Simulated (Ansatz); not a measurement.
Relaxation of CH8SSi (11 atoms, charge 0, multiplicity 1), to a largest force component of 0.03 eV/Å in at most 50 steps.

These are results of Ansatz, RKS PBE-D4/def2-SVP, not measurements.

```xyz
11
Properties=species:S:1:pos:R:3
Si 0.139 -0.003 0.177
C 0.198 -0.030 2.057
H -0.712 -0.434 2.546
H 1.033 -0.677 2.404
H 0.385 0.983 2.472
H 1.555 -0.105 -0.347
H -0.451 1.254 -0.374
H -0.607 -1.212 -0.328
S -3.079 0.731 0.873
H -3.128 -0.412 0.138
H -2.077 0.214 1.676
```

Problem. Where does it end, and by what steps?

Solution. The forces met the threshold. The force dipped under the threshold on the way, but the program's further checks kept it going. After 30 steps the energy has fallen by 0.249 eV; H11 moved furthest, 1.58 Å.

| step | energy less start (eV) | largest force component (eV/Å) | accepted |
| --- | --- | --- | --- |
| 0 | 0.0000 | 0.626 | yes |
| 2 | -0.1335 | 0.130 | yes |
| 4 | -0.1648 | 0.137 | yes |
| 6 | -0.1942 | 0.222 | yes |
| 8 | -0.2142 | 0.619 | yes |
| 10 | -0.2328 | 0.092 | yes |
| 12 | -0.2364 | 0.103 | yes |
| 14 | -0.2397 | 0.106 | yes |
| 16 | -0.2412 | 0.109 | yes |
| 18 | -0.2423 | 0.204 | yes |
| 20 | -0.2438 | 0.007 | yes |
| 22 | -0.2446 | 0.072 | yes |
| 24 | -0.2453 | 0.163 | yes |
| 26 | -0.2468 | 0.007 | yes |
| 28 | -0.2477 | 0.092 | yes |
| 30 | -0.2486 | 0.029 | yes |

```xyz
11
Properties=species:S:1:pos:R:3
Si 0.300 -0.095 0.179
C 0.433 0.146 2.046
H -0.560 0.418 2.456
H 0.781 -0.783 2.541
H 1.149 0.957 2.289
H 1.635 -0.454 -0.420
H -0.188 1.158 -0.501
H -0.663 -1.206 -0.158
S -3.407 0.559 1.287
H -2.919 0.385 0.028
H -3.305 -0.775 1.544
```

Whether the end is a true minimum wasn't checked by a vibrational analysis.

The run took 36 s on 2 threads of Arm Neoverse V2 (shared host), peak memory 0.12 GiB.
